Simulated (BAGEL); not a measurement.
# HF/STO-3G (density fitting with qzvpp-jkfit) run of BOF (fluoro(oxo)borane)

Aim: the energy change on altering one bond length of BOF (fluoro(oxo)borane) at HF/STO-3G (density fitting with qzvpp-jkfit), from 2 runs. 

The calculation is run with BAGEL 1.2.2.

### Step 1. The system as given

The species is BOF (3 atoms), meant as a singlet with charge 0. As SMILES, `O=BF`. The shape is that of a PBE0-D4/def2-TZVP optimisation.

Bond lengths: O1–B2 1.206 Å, B2–F3 1.282 Å. Angles: O1–B2–F3 180.0°.

### Step 2. The energy at HF/STO-3G (density fitting with qzvpp-jkfit)

Contents of input.json:

```json
{ "bagel": [

{
  "title": "molecule",
  "basis": "sto-3g",
  "df_basis": "qzvpp-jkfit",
  "angstrom": "true",
  "geometry": [
    { "atom": "O", "xyz": [       0.983100,      -0.565100,       0.479900 ] },
    { "atom": "B", "xyz": [       0.020300,      -0.011600,       0.009900 ] },
    { "atom": "F", "xyz": [      -1.003400,       0.576800,      -0.489800 ] }
  ]
},

{
  "title": "hf"
},

{
  "title": "print",
  "file": "orbitals.molden",
  "orbitals": "true"
}

]}
```

Launch:

```console
BAGEL_NUM_THREADS=1 BAGEL input.json > input.out
```

Standard output:

```text
* using 1 threads per process

  ===============================================================
  ===============================================================

  *** Geometry ***

  { "atom" : "O", "xyz" : [      1.857790,     -1.067884,      0.906880 ] },
  { "atom" : "B", "xyz" : [      0.038361,     -0.021921,      0.018708 ] },
  { "atom" : "F", "xyz" : [     -1.896151,      1.089994,     -0.925588 ] },

  Number of auxiliary basis functions:      229

  Since a DF basis is specified, we compute 2- and 3-index integrals:
    o Being stored without compression. Storage requirement is 0.000 GB

  Number of basis functions:       15
  Number of electrons      :       22

    * METHOD: MOLECULE                             0.05

  *** RHF ***

  === Nuclear Repulsion ===
    51.4389501297

      * DIIS with orbital gradients will be used.

  === RHF iteration (sto-3g) ===
      0       -196.18309172          0.04817376           0.00
      1       -196.25542150          0.04016880           0.00
      2       -196.32688475          0.00328930           0.00
      3       -196.32785537          0.00112414           0.00
      4       -196.32805949          0.00031801           0.00
      5       -196.32807821          0.00004250           0.00
      6       -196.32807848          0.00000593           0.00
      7       -196.32807848          0.00000239           0.00
      8       -196.32807848          0.00000017           0.00
      9       -196.32807848          0.00000004           0.00
     10       -196.32807848          0.00000001           0.00
     11       -196.32807848          0.00000000           0.00
    * SCF iteration converged.

    * Permanent dipole moment:
           (    0.478472,    -0.275106,     0.233581) a.u.

    * METHOD: HF                                   0.08

    * METHOD: PRINT                                0.00

  ===============================================================
```

Run time: 0.26 s. Hardware: 1 thread of Arm Neoverse N1, shared host.

### Step 3. The distorted shape

Contents of hf.json:

```json
{ "bagel" : [

{
  "title" : "molecule",
  "basis" : "sto-3g",
  "df_basis" : "qzvpp-jkfit",
  "angstrom" : "true",
  "geometry" : [
    { "atom" : "O", "xyz" : [    2.138439,   -1.229288,    1.043890 ] },
    { "atom" : "B", "xyz" : [    0.020300,   -0.011600,    0.009900 ] },
    { "atom" : "F", "xyz" : [   -1.003400,    0.576800,   -0.489800 ] }
  ]
},
{ "title" : "hf" },
{ "title" : "print", "file" : "orbitals.molden", "orbitals" : "true" }

]}
```

Launch:

```console
BAGEL_NUM_THREADS=1 BAGEL hf.json > hf.out
```

Standard output:

```text
* using 1 threads per process

  ===============================================================
  ===============================================================

  *** Geometry ***

  { "atom" : "O", "xyz" : [      4.041064,     -2.323018,      1.972666 ] },
  { "atom" : "B", "xyz" : [      0.038361,     -0.021921,      0.018708 ] },
  { "atom" : "F", "xyz" : [     -1.896151,      1.089994,     -0.925588 ] },

  Number of auxiliary basis functions:      229

  Since a DF basis is specified, we compute 2- and 3-index integrals:
    o Being stored without compression. Storage requirement is 0.000 GB

  Number of basis functions:       15
  Number of electrons      :       22

    * METHOD: MOLECULE                             0.05

  *** RHF ***

  === Nuclear Repulsion ===
    36.2336100971

      * DIIS with orbital gradients will be used.

  === RHF iteration (sto-3g) ===
      0       -195.16320089          0.09498801           0.00
      1       -188.51341909          0.10191804           0.00
      2       -194.45567009          0.04919639           0.00
      3       -195.78534306          0.05071803           0.00
      4       -195.91216308          0.03332438           0.00
      5       -196.02167508          0.00632053           0.00
      6       -196.02668185          0.00184942           0.00
      7       -196.02706001          0.00074305           0.00
      8       -196.02713491          0.00005986           0.00
      9       -196.02713530          0.00001304           0.00
     10       -196.02713532          0.00000118           0.00
     11       -196.02713532          0.00000038           0.00
     12       -196.02713532          0.00000009           0.00
     13       -196.02713532          0.00000003           0.00
     14       -196.02713532          0.00000003           0.00
     15       -196.02713532          0.00000003           0.00
     16       -196.02713532          0.00000002           0.00
     17       -196.02713532          0.00000001           0.00
    * SCF iteration converged.

    * Permanent dipole moment:
           (    0.488965,    -0.281068,     0.238685) a.u.

    * METHOD: HF                                   0.09

    * METHOD: PRINT                                0.00

  ===============================================================
```

Run time: 0.28 s. Hardware: 1 thread of Arm Neoverse N1, shared host.

### Step 4. Results

At HF/STO-3G (density fitting with qzvpp-jkfit):

| quantity | value |
| --- | --- |
| first shape: total energy | -196.32808 Eh |
| first shape: dipole moment | 1.52 D |
| first shape: HOMO energy | -10.65 eV |
| first shape: LUMO energy | 10.60 eV |
| first shape: HOMO–LUMO gap | 21.25 eV |
| distorted shape: total energy | -196.02714 Eh |
| distorted shape: dipole moment | 1.56 D |
| distorted shape: HOMO energy | -8.21 eV |
| distorted shape: LUMO energy | 7.67 eV |
| distorted shape: HOMO–LUMO gap | 15.89 eV |
| energy change with the O1–B2 bond stretched from 1.206 to 2.653 Å | 8.189 eV |

With the O1–B2 bond stretched from 1.206 to 2.653 Å the energy rises by 8.19 eV (189 kcal/mol). The first shape isn't relaxed at this level, so the change isn't measured from a minimum. A restricted reference can't describe the breaking bond well at this length. The minimal basis adds a large error of its own.
